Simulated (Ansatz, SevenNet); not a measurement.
Polycrystal shear modulus (GPa) of solids drawn from the class of silicides and borides, at two levels: the machine-learned potential SevenNet-l3i5 (trained on PBE and PBE+U data), and PBE (PAW; Ansatz, an electronic-structure program).

```json
[
 {"solid": "AlB2-type ZrB2", "SevenNet-l3i5": "147", "PBE": "232"},
 {"solid": "AlB2-type TiB2", "SevenNet-l3i5": "180", "PBE": "257"},
 {"solid": "AlB2-type HfB2", "SevenNet-l3i5": "157", "PBE": "?"},
 {"solid": "C11b WSi2", "SevenNet-l3i5": "100", "PBE": "190"},
 {"solid": "AlB2-type MgB2", "SevenNet-l3i5": "79.6", "PBE": "120"},
 {"solid": "C11b MoSi2", "SevenNet-l3i5": "91.8", "PBE": "180"},
 {"solid": "antifluorite Mg2Si", "SevenNet-l3i5": "25.0", "PBE": "45.6"}
]
```

Estimate the withheld PBE value from the other rows.

One way: carry over the typical ratio. The ratios PBE / SevenNet-l3i5 of the other rows, in order: 1.428, 1.508, 1.578, 1.824, 1.900, 1.961; median 1.7010. AlB2-type HfB2: 157 × 1.7010 = 267 GPa; the run gives 242 GPa. The ratios spread from 1.428 to 1.961, so such an estimate is rough.

Over all 7 rows PBE is the larger in 7.

Ansatz's runs of these crystals have no spin polarisation.

Spin–orbit coupling is left out, also for the solids with elements from indium on (AlB2-type HfB2, C11b WSi2); its size isn't shown.

Each level is taken at its own relaxed cell. Ansatz's density-functional and Hartree–Fock values are scalar-relativistic unless marked +SOC, with PAW data made under PBE.
